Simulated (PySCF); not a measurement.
## H2Al–Al⁺, doublet: the ladder up to RCCSDT

Geometry: that of the H2Al–Al, triplet, kept fixed.

```xyz
4

Al    0.0000    0.0000   -1.2010
Al    0.0000    0.0000    1.3441
H     0.0000    1.4184   -1.9165
H     0.0000   -1.4184   -1.9165
```

Basis cc-pVDZ; PySCF 2.14.0. Only valence electrons are correlated (noble-gas cores frozen), which leaves 7 electrons in 36 orbitals. Prefix R: restricted or restricted open-shell reference; prefix U: unrestricted.

Full CI isn't at hand for all of this; RCCSDT serves as the reference. It lacks quadruple excitations. The frozen core follows each run's orbitals, which can shift R against U totals by a few meV.

- UHF ⟨S²⟩: 0.774
- T1 diagnostic (ROHF- or RHF-based CCSD): 0.0349
- largest doubles amplitude (ROHF- or RHF-based CCSD): 0.068
- T1 diagnostic (UCCSD): 0.0220

```json
{"level": "RHF", "E − E(RCCSDT) (meV)": "3365", "share of correlation (%)": "0.00", "wall time": "–"}
{"level": "UHF", "E − E(RCCSDT) (meV)": "3246", "share of correlation (%)": "3.55", "wall time": "–"}
{"level": "RMP2", "E − E(RCCSDT) (meV)": "964", "share of correlation (%)": "71.35", "wall time": "–"}
{"level": "UMP2", "E − E(RCCSDT) (meV)": "953", "share of correlation (%)": "71.69", "wall time": "–"}
{"level": "RCCSD", "E − E(RCCSDT) (meV)": "90", "share of correlation (%)": "97.33", "wall time": "–"}
{"level": "UCCSD", "E − E(RCCSDT) (meV)": "83", "share of correlation (%)": "97.52", "wall time": "–"}
{"level": "RCCSD(T)", "E − E(RCCSDT) (meV)": "23", "share of correlation (%)": "99.32", "wall time": "1.6 s"}
{"level": "UCCSD(T)", "E − E(RCCSDT) (meV)": "22", "share of correlation (%)": "99.34", "wall time": "1.2 s"}
{"level": "UCCSDT", "E − E(RCCSDT) (meV)": "-1", "share of correlation (%)": "100.02", "wall time": "92 s"}
```

The correlation energy at RCCSDT, counted from RHF, is -3.365 eV. That run took 98 s on 1 thread of Intel Xeon Platinum 8488C, shared host.

Times are those of the correlated step on a shared host, with one SCF added for the restricted CCSD run; they ran on 1 thread of Intel Xeon Platinum 8488C.
